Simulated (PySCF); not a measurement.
AlOF: from structure and modes to constants

These are results of PBE0/[Al def2-TZVP, O def2-TZVP, F def2-TZVP], no relativity, density fitting, PySCF, not measurements.

The singlet minimum has C∞v symmetry. Masses (u): Al 26.98154, O 15.99492, F 18.99840.

```xyz
3
charge 0 multiplicity 1, angstrom
Al    0.0000    0.0000   -0.0889
O     0.0000    0.0000   -1.6815
F     0.0000    0.0000    1.5418
```

Harmonic wavenumbers (cm⁻¹): 207.9 (π, ×2), 750.7 (σ+, ×1), 1188.5 (σ+, ×1).

(1) Find the principal moments of inertia and the rotational constants. What kind of rotor is it?

(2) Find the vibrational entropy and heat capacity at 298.15 K.

Results:

(1) About the centre of mass I = 90.602 u Å². With B = 16.8576/I this gives 0.1861 cm⁻¹. The molecule is linear.

(2) With u = 1.43878 ω/T, each mode gives S = R[u/(eᵘ−1) − ln(1−e⁻ᵘ)] and C = R u² eᵘ/(eᵘ−1)².
```
  ω (cm⁻¹)      u  S (J/(mol K))  C (J/(mol K))
207.9 (×2)  1.003           8.63           7.65
     750.7  3.623           1.05           3.08
    1188.5  5.735           0.18           0.89
```
The sums over all modes are S = 18.5 and C = 19.3 J/(mol K); the softest mode gives 47 % of the entropy (each member, where degenerate).

Only a few start shapes were tried, so a lower isomer may exist.
